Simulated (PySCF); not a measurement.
# Working out the electron affinity of Si

Si⁻ [Ne] 3s2 3p3 (4S) → Si [Ne] 3s2 3p2 (3P). Calculation: PySCF 2.14, in def2-QZVPPD (10s6p5d2f1g, 76 functions); the non-relativistic Hamiltonian (point nucleus). Frozen: [Ne]. Energies in hartree (1 hartree = 27.21139 eV):

```csv
part,Si⁻ (lower),Si (upper)
UHF,-288.887784,-288.858733
CCSD correlation,-0.094259,-0.076803
(T),-0.005113,-0.002868
```

**Question.** What does Hartree-Fock give?

**Answer.** (-288.858733) − (-288.887784) = 0.029051 hartree = 0.791 eV.

**Question.** What do CCSD and CCSD(T) give?

**Answer.** The CCSD correlation energies differ by 0.017456 hartree = 0.475 eV and the triples by 0.002245 hartree = 0.061 eV, so CCSD gives 1.266 eV and CCSD(T) 1.327 eV.

A first-order spin-orbit estimate adds -0.016 eV to CCSD(T) (valence), giving 1.311 eV against 1.390 eV (measured; photodetachment measurements, as compiled on the Wikipedia data page of electron affinities).

What remains against the reference includes basis incompleteness, the frozen core and higher excitations.
